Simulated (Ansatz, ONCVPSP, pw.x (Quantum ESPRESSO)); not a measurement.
## From atom to crystal: ONCV potential for Ba

* Element: barium (Ba)
* Generator: ONCVPSP 4.0.1
* Type: optimised norm-conserving Vanderbilt (ONCV)
* Functional: LDA (Perdew-Wang 92)
* Relativity: scalar-relativistic
* Frozen core: [Kr] 4d10
* Valence charge: 10
* Reference configuration: 5s2 5p6 6s1.5 (charge +0.5)
* Partial waves: 5s+6s: rc 2.45 bohr, ncon 3, nbas 6, qcut 3.8 1/bohr, 2 projectors; 5p: rc 2.85 bohr, ncon 4, nbas 7, qcut 5 1/bohr, 1 projector; d scattering state at 0.04 Ha: rc 2.25 bohr, ncon 5, nbas 10, qcut 4.3 1/bohr, 1 projector
* Local potential: polynomial inside 1.85 bohr (lpopt 5, dvloc0 1 Ha)
* Core correction: none

In the d channel the program set the typed energies aside and used 0.050 Ha.

Atomic tests: cutoffs needed: 5.5 Ha and 7.8 Ha (the cutoffs (Ha) at which the residual kinetic energy of the hardest occupied pseudo-wave falls to 1 and 0.1 mHa per electron); ghost test: no bound ghost flagged; GHOST(+) flagged for s at 66.2 eV; largest excitation error: +5.8 meV (all-electron minus pseudo) for 5s2 5p6 5d1 6s1, out of 4 test configurations.

Crystal test: bcc Ba in pw.x 7.5, no spin, 10³ k-points, Fermi–Dirac smearing 0.01 Ry, cutoffs 35/140 Ry. The reference is all-electron LAPW (Ansatz 0.2.0) with the same functional, mesh and smearing; V0 and B0 come from Birch–Murnaghan fits to the pressures at five volumes. Errors are pseudo minus all-electron; Δ is the rms difference of the E(V) curves that follow from these fits, minima aligned, over ±6 % about the mean V0. Mesh and smearing are coarse, so the numbers serve the comparison and aren't converged zero-temperature values; the lattice is a test structure that the element need not adopt.

```tsv
V (Å³/atom)	P all-electron (GPa)	P pseudo (GPa)
51.208	0.58	0.55
52.555	0.29	0.26
53.903	0.02	-0.02
55.251	-0.22	-0.27
56.598	-0.44	-0.49
```

All-electron: a0 = 4.763 Å (V0 = 54.03 Å³/atom), B0 = 10.0 GPa.

Pseudopotential: mean pressure error (GPa): -0.04; a0 (Å): 4.757; a0 error (%): -0.13; B0 error (%): +3.8; Δ (meV/atom): 0.5.

Problem. At the middle volume, how do free energy and pressure move when the wave cutoff is lowered (ecutrho kept at four times it)?

Solution.

```json
{"cutoff (Ry)": "16", "shift of F (meV/atom)": "+15.5", "shift of P (GPa)": "-0.12"}
{"cutoff (Ry)": "21", "shift of F (meV/atom)": "+3.7", "shift of P (GPa)": "-0.03"}
{"cutoff (Ry)": "28", "shift of F (meV/atom)": "+1.7", "shift of P (GPa)": "+0.00"}
```

The 8 pw.x runs together took about 35 s on one core of a shared server CPU.
